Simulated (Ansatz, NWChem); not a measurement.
**Worked example: the enthalpy of formation of C4H6 (1-butyne)**

C4H6 has 10 atoms, charge 0, and is taken as a singlet. SMILES: `C#CCC`. The coordinates come from a PBE0-D4/def2-TZVP relaxation.

Total energies at B3LYP/6-31G* (Cartesian functions) (NWChem 7.3.0); the atoms run unrestricted:

```tsv
species	state	energy (Eh)
C4H6	singlet	-155.966521
C	triplet	-37.846280
H	doublet	-0.500273
```

Harmonic wavenumbers at PBE0-D4/def2-TZVP, in cm⁻¹: 203, 222, 368, 527, 670, 677, 785, 863, 1044, 1092, 1104, 1285, 1347, 1404, 1467, 1487, 1497, 2239, 3047, 3060, 3079, 3138, 3143, 3484.

Measured heats of formation of the gaseous atoms at 298.15 K, in kJ/mol: C 716.9, H 218.0. Spin-orbit lowering of the atoms at 298 K (mean of the ground term's levels less their thermal mean, from spectra), in kJ/mol: C 0.02. Take 1 Eh = 2625.50 kJ/mol, 1 cm⁻¹ = 0.0119627 kJ/mol, RT = 2.479 kJ/mol.

**Question.** Work out the heat of formation of the gas at 298 K.

**Answer.** 
1. Electronic atomisation energy: 4 × (-37.846280) + 6 × (-0.500273) − (-155.966521) = 1.579763 Eh = 4147.7 kJ/mol.
2. Zero-point energy: half the sum of the wavenumbers, 18616 cm⁻¹ = 222.7 kJ/mol.
3. Thermal vibrational enthalpy, Σ hcν̃/(exp(hcν̃/kT) − 1): 5.6 kJ/mol. Translation, rotation and pV of a non-linear molecule: 4 RT = 9.9 kJ/mol.
4. The 10 free atoms carry 5/2 RT each: 62.0 kJ/mol.
5. Spin-orbit coupling lowers the free atoms by 4 × 0.02 = 0.1 kJ/mol.
6. Atomisation enthalpy at 298 K: 4147.7 − 0.1 − 222.7 − 5.6 − 9.9 + 62.0 = 3971.4 kJ/mol.
7. Sum of the atoms' heats of formation: 4175.6 kJ/mol. Heat of formation: 4175.6 − 3971.4 = +204.2 kJ/mol.

The tabulated value is +165.4 kJ/mol (Active Thermochemical Tables), so this level is off by +38.8 kJ/mol, or 1.0 % of the atomisation enthalpy that the table implies (4010.1 kJ/mol). Anharmonicity and any spin-orbit splitting of the molecule are left out.
